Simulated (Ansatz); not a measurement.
Consider the substitution at a C–F bond: `CNCF` + H₂S → `CNCS` + H–F.

Isolated molecules relaxed with PBE0-D4/def2-TZVP in Ansatz; ΔE leaves out vibrations. CCSD(T)/CBS is the MP2 limit (def2-TZVPP, def2-QZVPP) plus CCSD(T) − MP2 in def2-TZVPP, frozen cores. This one scheme is used for every species. DFT in def2-TZVPP. One conformer a species, not always the lowest.

```tsv
level	ΔE (kJ/mol)
BLYP	26.7
PBE0	12.7
HF/def2-SVP	47.4
MP2/def2-TZVPP	-2.3
```

(1) What does CCSD(T)/CBS give? (Estimate.)

Largest T1 diagnostic among the species: 0.011.

Results:

(1) Ansatz gave: +1.3 kJ/mol. The listed levels differ from it by 25.4, 11.4, 46.1, -3.6 kJ/mol.

Leaving LDA and LC-ωPBE aside and taking each functional with its dispersion term where it has one, the values, not all of them listed here, spread over 16.2 kJ/mol, from revPBE-D4 to CAM-B3LYP-D4. In def2-TZVPP, CCSD(T) changes the Hartree–Fock value by −20.7 kJ/mol (the triples alone add −2.6 kJ/mol) and MP2 by −30.9 kJ/mol.
